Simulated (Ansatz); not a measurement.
```yaml
crystal:
  periodic: [true, true, true]
  atoms:
    - {symbol: Mg, position_ang: [-0.003994, -0.021439, -0.004504]}
    - {symbol: H, position_ang: [0.639158, 1.471245, 0.508183]}
    - {symbol: H, position_ang: [-0.646164, -1.514606, -0.516880]}
basis:
  gaussian: {orbitals: aug-cc-pVDZ, fitting: {mean_field: cc-pVTZ-jkfit}, final_grid: {core_spheres: 5, valence_spheres: 4, degree: 11}}
magnetization: {spin_polarized: true, initial_magnetization: 0}
hamiltonian: {xc: {name: PBEsol}, dispersion: d4}
accuracy: high
scf: {lower_state_search: full}
```

```sh
$ ansatz run in.yaml --threads 2 --pin off --events-out ev --progress --plain --max-ram 32768MiB --backend cpu
```

Shortened log:

```
Error: YAML parse error: error: line 2 column 3: crystal: missing field `lattice` (a structure is typed as `lattice` and `atoms`, a molecule's as `atoms` in Å alone, or read from a run's directory, `checkpoint`)
 --> <input>:2:3
1 | crystal:
2 |   periodic: [true, true, true]
3 |   atoms:
4 |     - {symbol: Mg, position_ang: [-0.003994, -0.021439, -0.004504]}
```

In this input the molecule is marked periodic without a cell. The program refused the input.
